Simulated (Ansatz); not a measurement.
in.yaml

```yaml
crystal:
  periodic: [false, false, false]
  atoms:
    - {symbol: Al, position_ang: [-0.015433, -0.009008, 1.623840]}
    - {symbol: O, position_ang: [-0.016266, -0.025151, -0.202713]}
    - {symbol: C, position_ang: [0.031698, 0.034159, -1.421127]}
basis:
  gaussian: {orbitals: cc-pVDZ}
magnetization: {spin_polarized: false, initial_magnetization: 3}
correlation: {method: ccsdt_q, electrons: outside_noble_gas}
```

```sh
$ ansatz run in.yaml --threads 1 --pin off --events-out ev --progress --plain --max-ram 2393MiB
```

Task: Roughly how long does this take on 1 thread of Arm Neoverse V2, shared host, and how much host memory?

Result: 56 s wall and 0.62 GiB.

```
824 factors; integrals over basis functions are off by at most 1.4e-7 eV
mean field evaluation 1: about -9639.9017 eV, gradient 2.8e1 eV
mean field evaluation 2: about -9639.9070 eV, gradient 2.8e1 eV
mean field evaluation 4: about -9644.9456 eV, gradient 1.1e1 eV
mean field evaluation 8: about -9646.5853 eV, gradient 2.7e0 eV
mean field evaluation 16: about -9639.8950 eV, gradient 2.8e1 eV
mean field evaluation 32: about -9646.0457 eV, gradient 1.4e-6 eV
mean field evaluation 64: about -9646.4354 eV, gradient 1.7e-5 eV
mean field evaluation 96: about -9646.4353 eV, gradient 4.8e-3 eV
mean field evaluation 128: about -9646.4353 eV, gradient 1.1e-2 eV
mean field evaluation 160: about -9646.4340 eV, gradient 8.6e-2 eV
...
mean field -9646.62024015 eV, -354.5067551114 hartree, gradient 9.8e-7 eV, S^2 3.750000; 19 other end points of the search recorded, 0 dependent functions left out
...
determinant -9646.62024015 eV, -354.5067551114 hartree, with singles and doubles -9655.61489497 eV, -354.8373025792 hartree
determinant -9646.43535124 eV, -354.4999605692 hartree, with singles and doubles -9655.53855368 eV, -354.8344970888 hartree
determinant -9646.43415803 eV, -354.4999167196 hartree, with singles and doubles -9655.53643408 eV, -354.8344191948 hartree
determinant -9646.43121248 eV, -354.4998084727 hartree, with singles and doubles -9655.57837440 eV, -354.8359604733 hartree
determinant -9646.42934166 eV, -354.4997397212 hartree, with singles and doubles -9655.57811668 eV, -354.8359510022 hartree
determinant -9646.04570364 eV, -354.4856412841 hartree, with singles and doubles -9654.33380246 eV, -354.7902232978 hartree
determinant -9646.04223394 eV, -354.4855137750 hartree, with singles and doubles -9654.32991910 eV, -354.7900805869 hartree
determinant -9645.95011335 eV, -354.4821284057 hartree, with singles and doubles -9654.27783890 eV, -354.7881666749 hartree
determinant -9644.01384738 eV, -354.4109719438 hartree, with singles and doubles -9652.88147111 eV, -354.7368511054 hartree
determinant -9644.00816509 eV, -354.4107631237 hartree, with singles and doubles -9652.89408074 eV, -354.7373145004 hartree
determinant -9646.62024015 eV, -354.5067551114 hartree, with singles and doubles -9655.62615071 eV, -354.8377162203 hartree
determinant -9646.43535124 eV, -354.4999605692 hartree, with singles and doubles -9655.57611622 eV, -354.8358774865 hartree
determinant -9646.43415803 eV, -354.4999167196 hartree, with singles and doubles -9655.57462688 eV, -354.8358227542 hartree
determinant -9646.43121248 eV, -354.4998084727 hartree, with singles and doubles -9655.59670600 eV, -354.8366341471 hartree
determinant -9646.42934166 eV, -354.4997397212 hartree, with singles and doubles -9655.59648356 eV, -354.8366259726 hartree
7 core orbitals not correlated: weight in the atoms' cores, before any rotation towards them, 1.000 or more for the frozen orbitals, at most 0.000 for the correlated occupied ones
reference -9646.62024015 eV, -354.5067551114 hartree; 8, 5 occupied and 31, 34 virtual orbitals, 824 factors
second order -8.57970837 eV of doubles, -0.01456206 eV of singles
...
cycle  15  -9.45868735 eV  change   -2.0e-4 eV  update   1.1e-4
cycle  16  -9.45870695 eV  change   -2.0e-5 eV  update   6.5e-5
cycle  17  -9.45875889 eV  change   -5.2e-5 eV  update   3.3e-5
cycle  18  -9.45874252 eV  change    1.6e-5 eV  update   2.0e-5
cycle  19  -9.45873271 eV  change    9.8e-6 eV  update   1.2e-5
cycle  20  -9.45872466 eV  change    8.0e-6 eV  update   5.8e-6
cycle  21  -9.45872619 eV  change   -1.5e-6 eV  update   3.5e-6
cycle  22  -9.45872769 eV  change   -1.5e-6 eV  update   2.1e-6
cycle  23  -9.45873085 eV  change   -3.2e-6 eV  update   1.1e-6
cycle  24  -9.45873076 eV  change    8.6e-8 eV  update   5.3e-7
perturbative correction -0.02941624 eV, -0.0010810270 hartree
Total energy: -9656.10838715 eV, -354.8554380826 hartree
```

The T1 diagnostic is 0.059.

For the same geometry and basis UCCSDT(Q) lies 16.5 meV lower.
